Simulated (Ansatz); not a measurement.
# How far a parabola holds: energy against volume of zinc-blende HgTe

Results of LDA (Ansatz, a program for electronic structure, plane waves, PAW) for zinc-blende HgTe. Numerical settings: plane-wave cutoff 520 eV, 10×10×10 k mesh, Fermi–Dirac smearing 0.01 eV, scalar-relativistic PAW data made under PBE. The cell has no free parameter but its volume, all volumes share cutoff and mesh, and the runs aren't spin-polarised. Energies are free energies at the run's smearing, counted from the lowest row; static lattice.

```
V (Å³/atom)  E (meV/atom)
-----------  ------------
31.973               8.53
32.639               2.03
33.305               0.00
33.971               1.91
34.637               7.32
35.304                  ?
```

The 5 complete rows are fitted with a parabola, E against V. With u = V - 33.3, the rows have u = -1.3270, -0.6610, 0.0050, 0.6710, 1.3370. Least squares gives E = -0.006 - 0.4261·u + 4.4704·u². Residuals (row less fit): 0.099, -0.199, 0.008, 0.189, -0.095; standard error 0.217 (degrees of freedom: 2). The fitted curve has its minimum at V = 33.3, where E = -0.02. Its curvature is d²E/dV² = 2 × 4.4704 meV/Å⁶, so B = V0·d²E/dV² × 0.1602 = 47.8 GPa.

Problem. What does the fit predict for E at V = 35.304, and how far is the calculated value from it?

Solution. u = 2.0040, so E = -0.006 - 0.4261 × 2.0040 + 4.4704 × 2.0040² = 17.093 meV/atom. The calculation gives 15.81 meV/atom, 1.283 meV/atom below the prediction (8.1 % of the range of E in the table). The row lies outside the fitted rows, so this is an extrapolation. From the scatter of the fitted rows alone, a prediction at this place has a standard error of 0.514 meV/atom, so the miss is 2.5 times that.

The residuals are curvature that a parabola lacks, not noise. A solid that stiffens under compression and softens on expansion lies above the parabola at the compressed end and under it at the expanded end, as this row does. A third-order Birch-Murnaghan fit to the whole scan has B0 = 47.5 GPa. Only scans are tabulated whose curvature falls smoothly with volume, and where the parabola meets the shown rows within 5 % of their range and misses the end by 0.1 meV or more.

Measured, for comparison: bulk modulus 42.3 GPa (temperature not stated, not corrected to a static lattice; as tabulated in Toher et al. (2017), arXiv:1611.05714). Computed less measured: bulk modulus +12 %.

Spin–orbit coupling is not included; it can shift volumes and moduli of such heavy elements.
